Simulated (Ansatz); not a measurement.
fcc Rh was calculated with HSE06 in Ansatz (plane waves, PAW).

Numerical settings: plane-wave cutoff 500 eV, 8×10×1 k mesh (along the axes of the cell as run), Fermi–Dirac smearing 0.1 eV, scalar-relativistic PAW data made under PBE.

The cell is the one relaxed with r²SCAN.

What does this level give for the surface energy of the (110) face and work function of the (110) face?


- surface energy of the (110) face = 2.61 J/m²
- work function of the (110) face = 4.54 eV

Note: exact exchange on metals is sensitive to the k mesh and can open a false gap.

The slab of 8 atoms is relaxed and unreconstructed.

Computing time: about 40 core-minutes (a rough figure).

Ansatz is a program for electronic structure.
